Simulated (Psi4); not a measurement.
Psi4 input (wB97X-D/6-311+G**):

```
memory 1500 MB

molecule {
0 1
C     0.00819413    0.01326082   -1.13371283
Cl   -0.00477402   -0.00772595    0.66051769
H     0.01747178    1.04777215   -1.46340501
H     0.89974992   -0.50396843   -1.47517859
H    -0.88522815   -0.49202752   -1.48794019
symmetry c1
no_reorient
no_com
}

set {
  basis 6-311+G**
  reference rks
  scf_type pk
  dft_radial_points 99
  dft_spherical_points 590
  e_convergence 1e-8
  d_convergence 1e-7
  maxiter 150
}

e = energy('wb97x-d')
print_out(f'\nFINAL {e:.10f} DIPOLE {variable("CURRENT DIPOLE")[0]:.6f} {variable("CURRENT DIPOLE")[1]:.6f} {variable("CURRENT DIPOLE")[2]:.6f}\n')
```

Task: What final total energy does it give?

Result: -500.11733 Eh.
